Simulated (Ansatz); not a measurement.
Molecule: CHF₂ (charge 0, doublet). SMILES: [CH](F)F
Geometry: optimised at B3LYP-D3(BJ)/def2-TZVP (Ansatz, an electronic-structure program).

Wanted: atomisation energy, in kcal/mol. Terms: LANL2DZ all-electron up to Ne; no spin-orbit coupling; six Cartesian d functions in 6-31G* and its kin unless marked 5d; 6-311+G** with 5d; atomisation electronic, to ground-state atoms; open shells spin-unrestricted; non-relativistic; valence correlation only. CBS marks a two-point X^-3 extrapolation of the correlation energy; Hartree-Fock from the larger set. [CCSD(T)-MP2]/basis is that difference in the basis named. First-principles rows: single points at B3LYP-D3(BJ) geometries (Ansatz).

Coupled cluster (Ansatz) is a level with limits of its own, used here on species with T1 under 0.025 (0.045 for open shells) and stable references: RI-MP2/CBS(aug-cc-pVTZ,aug-cc-pVQZ)+[CCSD(T)-MP2]/aug-cc-pVTZ.

Value to compare with, RI-MP2/CBS(aug-cc-pVTZ,aug-cc-pVQZ)+[CCSD(T)-MP2]/aug-cc-pVTZ (Ansatz): 328.6 kcal/mol.

| level | program | atomisation energy (kcal/mol) | difference |
|---|---|---|---|
| HF/STO-3G | Ansatz | 228.7 | -99.9 |
| HF/3-21G | Ansatz | 195.2 | -133.4 |
| HF/LANL2DZ | Ansatz | 172.8 | -155.8 |
| HF/6-31G* | Ansatz | 221.8 | -106.8 |
| HF/6-311+G** | Ansatz | 218.6 | -110.0 |

Among the 5 habitual levels, HF/LANL2DZ lies farthest from RI-MP2/CBS(aug-cc-pVTZ,aug-cc-pVQZ)+[CCSD(T)-MP2]/aug-cc-pVTZ (Ansatz) (-155.8 kcal/mol) and HF/STO-3G nearest (-99.9); 0 of 5 lie above it, and their mean absolute difference is 121.2 kcal/mol, the median 110.0. One case shows no general order.

The sets are all those run for this method; runs whose electronic state is in doubt are left out.
